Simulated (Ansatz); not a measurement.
# LiNH+ (triplet): the correlation ladder, def2-QZVPP

The task here is to estimate one member of a computed series from the others.

Program: Ansatz 0.2.0, Gaussian basis. Level of theory: def2-QZVPP, core rule «outside noble gas», up to 2 orbitals frozen. These are calculated values, not measurements.

To be run: UHF; ROHF; CCSD(T) on UHF.

## The system

The geometry is a PBE0/def2-TZVP stationary point (not a proven minimum) of the parent state, kept for this charge and spin.

3 atoms, charge 1, spin multiplicity 3.

Atoms are counted from 1 here; the program's logs count them from 0.

Bond lengths: N1–Li2 2.110 Å, N1–H3 1.035 Å. Angles: Li2–N1–H3 180.0°.

Set-up of the first run:

in.yaml reads:

```yaml
crystal:
  periodic: [false, false, false]
  atoms:
    - {symbol: N, position_ang: [0.000000, 0.000000, 0.358200]}
    - {symbol: Li, position_ang: [0.000000, 0.000000, -1.751700]}
    - {symbol: H, position_ang: [0.000000, 0.000000, 1.393500]}
basis:
  gaussian: {orbitals: "def2-QZVPP.json"}
total_charge: 1
magnetization: {spin_polarized: true, initial_magnetization: 2}
hamiltonian: {xc: hf}
output: {orbitals: {seedname: orbitals}}
```

On the command line:

```
> ansatz run in.yaml --threads 1 --pin off --events-out ev --progress --plain --max-ram 2393MiB
```

Steps of the session up to this table: UHF; ROHF; CCSD(T) on UHF.

One of the session's tables, all rows but one given; the rest of the session is left out.

It belongs to the step «Misses and costs». 

```
  method  from UCCSD(T) (kJ/mol)
    ROHF                  +460.8
     UHF                       ?
    UMP2                   +56.2
   UCCSD                   +11.2
UCCSD(T)                       0
```

**Question.** Estimate the row for UHF.

The run gave: from UCCSD(T) (kJ/mol): +437.8. In the column «from UCCSD(T) (kJ/mol)» it lies between UMP2 (+56.2) and ROHF (+460.8).
